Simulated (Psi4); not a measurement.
This Psi4 input (PBE/6-31G*) gives -398.60822 Eh with 21 basis functions.

```
memory 1724 MB

molecule {
-1 1
S    -0.00000000   -0.00000000   -0.07935692
H     0.00000000    0.00000000    1.26971067
}

set {
  basis 6-31g*
  scf_type df
}

energy('pbe')
print_variables()
```

Change:
```diff
- basis 6-31g*
+ basis 3-21g
```

Q: What does the run give now?

A: -396.64239 Eh (PBE/3-21G, 15 functions), a change of +1965.83 mEh.
